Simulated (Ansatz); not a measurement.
The same path of CH₈AlN (11 atoms, charge 0, multiplicity 1) was run twice with different band settings. Lost on the way: Al1–C2, N8–H11. Made: C2–H11.

Level of theory: RKS PBE-D4/6-31G* (Ansatz).

Relaxed end points:

```xyz
11
Properties=species:S:1:pos:R:3
Al -0.074 -0.238 0.433
C 0.067 0.439 2.300
H -0.834 0.225 2.907
H 0.939 0.029 2.845
H 0.189 1.538 2.310
H 1.277 -0.289 -0.466
H -1.465 0.011 -0.366
N -0.288 -2.299 0.751
H -0.418 -2.791 -0.141
H 0.539 -2.702 1.208
H -1.102 -2.511 1.342
```

```xyz
11
Properties=species:S:1:pos:R:3
Al 0.060 -0.793 -0.243
C -0.179 0.230 2.787
H -0.881 0.456 3.605
H 0.854 0.420 3.113
H -0.419 0.885 1.932
H 1.550 -0.218 -0.153
H -1.237 0.062 -0.632
N -0.163 -2.552 0.017
H -1.055 -3.040 -0.051
H 0.587 -3.206 0.236
H -0.287 -0.832 2.510
```

Common settings: spring 5.0 eV/Å²; optimiser quadratic models (default); start path through a guess of the saddle point; force threshold 0.05 eV/Å; iteration limit 60; end points relaxed.

| run | movable images | climbing image |
| --- | --- | --- |
| 1 | 5 | yes |
| 2 | 8 | no |

Question: What does each run give, and how far can it be trusted?

Answer: Run 1: converged after 15 iterations, highest image 1.273 eV above the first end. A vibrational analysis at the climbing image gives one clearly imaginary mode, 1314i cm⁻¹: a first-order saddle point.
Run 2: converged after 16 iterations, highest image 1.225 eV above the first end. No image climbed, so the highest image needn't sit at the top of the path.
The orbitals stay closed-shell, which can raise the energy where a bond breaks towards radicals; this wasn't checked here.
